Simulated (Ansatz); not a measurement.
`CBO` + HCl → `OBCl` + CH₄ at 298.15 K and 1 bar (ligand exchange at a B–C bond).

Program: Ansatz. Geometries: PBE0-D4/def2-TZVP. ΔE: electronic, gas phase. CCSD(T)/CBS is the MP2 limit (def2-TZVPP, def2-QZVPP) plus CCSD(T) − MP2 in def2-TZVPP, frozen cores. This one scheme is used for every species. One conformer a species, not always the lowest.

```csv
species,CCSD(T)/CBS energy (Eh),H − E (kJ/mol),S (J/(mol·K))
`CBO`,-141.08489,182.2,272.4
HCl,-460.38127,26.6,186.8
`OBCl`,-561.03999,87.8,264.5
CH₄,-40.46206,127.4,186.2
```

H − E and S are ideal-gas, rigid-rotor, harmonic terms from PBE0-D4/def2-TZVP, for one conformer and one mirror image of each species. 1 Eh = 2625.50 kJ/mol, R = 8.31446 J/(mol·K).

**Question.** By hand: ΔE, ΔH, ΔS and ΔG.

**Answer.** ΔE = (-561.03999) + (-40.46206) − (-141.08489) − (-460.38127) = -0.03589 Eh = -94.2 kJ/mol. Δ(H − E) = 87.8 + 127.4 − 182.2 − 26.6 = 6.4, so ΔH = -87.8 kJ/mol. ΔS = 264.5 + 186.2 − 272.4 − 186.8 = -8.5 J/(mol·K). ΔG = -87.8 − 298.15 × (-8.5)/1000 = -85.3 kJ/mol.

**Question.** By hand: the equilibrium constant, and the temperature at which ΔG would vanish if ΔH and ΔS stayed fixed.

**Answer.** log₁₀ K = −ΔG/(RT ln 10) = 14.9. ΔG = 0 at ΔH/ΔS = 10329 K, far beyond where these terms or the molecules hold.

The number of gas molecules stays the same, so ΔS is small and ΔH decides. A doubt of 5 kJ/mol in ΔE shifts log₁₀ K by 0.9 here. Other conformers and mirror images would add mixing entropy, several J/(mol·K) or more a flexible species. These are equilibria of isolated gas molecules and say nothing of rates. Largest T1 diagnostic: 0.012 (customary marks: 0.02 for closed shells, 0.045 for open ones).
